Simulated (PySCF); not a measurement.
Method: PBE-D3(BJ)/def2-TZVP // PBE0-D3(BJ)/def2-TZVP (PySCF). Gas-phase values, no solvent. 

Reference species (SMILES): `C[C]=O` (neutral, multiplicity 2).

```json
{
  "dipole_moment": "2.42 D"
}
```

Changed species: `[C]#C` (radical fragment; the reference has radical fragment).

Q: Predict the effect on the dipole moment.

A: the dipole moment decreases by 1.63 D, to 0.79 D.
